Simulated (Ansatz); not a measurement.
**Structure relaxation of CuOs**

Theory: Ansatz 0.2.0, DFT PBE, scalar-relativistic, plane waves, PAW.

CuOs was placed on the NaTl (B32) structure type (Fd-3m, No. 227), with Cu in place of Na, Os in place of Tl, at a guessed volume.

Input of the last, converged step (default PAW datasets):

```yaml
crystal:
  lattice:
    - [0.0, 2.9934079426, 2.9934079426]
    - [2.9934079426, 0.0, 2.9934079426]
    - [2.9934079426, 2.9934079426, 0.0]
  atoms:
    - { symbol: Cu, position: [0.0, 0.0, 0.0] }
    - { symbol: Cu, position: [0.25, 0.25, 0.25] }
    - { symbol: Os, position: [0.5, 0.5, 0.5] }
    - { symbol: Os, position: [0.75, 0.75, 0.75] }
basis:
  ecutwfc: 420
kpoints:
  mp_grid: { grid: [14, 14, 14] }
hamiltonian:
  xc: pbe
scf:
  occupations: { method: gaussian, width: 0.1 }
output:
  forces: true
  stress: true
  eigenvalues: true
  write_density: true
  write_potential: true
  elf: true
  volumetric_format: npy
relax:
  adjacent_minimum: "off"
  f_tol: 0.01
  max_steps: 80
  cell: { stress_tol: 0.05 }
```

Launched as:

```bash
ansatz run input.yaml --threads 1 --pin off --max-ram 2560MiB --backend cpu --events-out ev --progress --plain --runs-dir out
```

It took 20 s on 1 thread of Intel(R) Xeon(R) 6975P-C (Granite Rapids), with other jobs on the host, peak memory 0.51 GiB.

End of the output:

```
SCF converged after 8 iterations
Free energy (F): -36017.736439 eV
Harris-Foulkes:  -36017.736439 eV  (|F-HF|=7.28e-12)
Internal energy: -36017.725689 eV  (E = F + TS)
E sigma→0 (E₀):  -36017.731064 eV
Entropy (-TS):   -0.010750 eV (-2.687 meV/atom)
Fermi energy:    20.748066 eV
--- Per-component energies (eV) ---
  E_band       = -852.995110
  E_kinetic    = 1721.211615
  E_local      = -10164.508390  (includes V_loc(G=0)·N_el)
  E_nonlocal   = 779.454974
  E_hartree    = 4466.692714
  E_xc         = -710.884523
  E_vxc        = -797.036766  (∫ρ·V_xc dr)
  E_paw        = -21350.964815  (= ΣΔE_a)
  E_vpaw       = -1325.502348  (= ΣTr[D̂ρ^β])
  E_aug_tail   = 0.000379  (compensation charges beyond the density's cutoff)
  E_ewald      = -10758.727643
  E_smearing   = -0.010750  (= −TS)
  E_closure    = 0.000000  (closes the sum)
  Σ components = -36017.736439   (vs F -36017.736439, Δ=0.00e0)
--- Forces (eV/Å), atoms counted from 1 ---
  atom   1  Cu     0.00000000     0.00000000     0.00000000
  atom   2  Cu     0.00000000     0.00000000     0.00000000
  atom   3  Os     0.00000000     0.00000000     0.00000000
  atom   4  Os     0.00000000     0.00000000     0.00000000
  max |Σ_I F_I| component: 2.20e-17 eV/Å
--- Stress (GPa, compression-positive) ---
       -0.045162       0.000000       0.000000
        0.000000      -0.045162       0.000000
        0.000000       0.000000      -0.045162
  P = ⅓ Tr σ = -0.0452 GPa (-0.452 kbar)
--- Relaxed structure (2 steps of the walk, 2 accepted, 1 SCFs on fresh bases) ---
  F+E_penalty+E_count = -36017.73643886 eV   max|allowed force component| = 5.378e-17 eV/Å   (the final SCF, on the basis selected at the relaxed cell)
  cell:  # Å, volume = 53.6709 Å³
    - [0.000000, 2.993894, 2.993894]
    - [2.993894, 0.000000, 2.993894]
    - [2.993894, 2.993894, 0.000000]
  atoms:
    - { symbol: Cu, position: [0.000000, 0.000000, 0.000000] }
    - { symbol: Cu, position: [0.250000, 0.250000, 0.250000] }
    - { symbol: Os, position: [0.500000, 0.500000, 0.500000] }
    - { symbol: Os, position: [0.750000, 0.750000, 0.750000] }
```

Total energies depend on the potentials used, so only differences within one code and one set of settings carry meaning.

The result has space group Fd-3m (No. 227). Cu is coordinated by 4 Cu at 2.59 Å, 4 Os at 2.59 Å and 6 Os at 2.99 Å; Os has 4 Cu at 2.59 Å, 4 Os at 2.59 Å and 6 Cu at 2.99 Å.

Against the elements it lies at 0.43 eV/atom. Energies over the elements count from the elements' standard structures at the same level, with no empirical corrections.

The k mesh leaves about 4 meV/atom of noise in metals. Spin–orbit coupling is left out.

A structure relaxed within its symmetry needn't be a true minimum.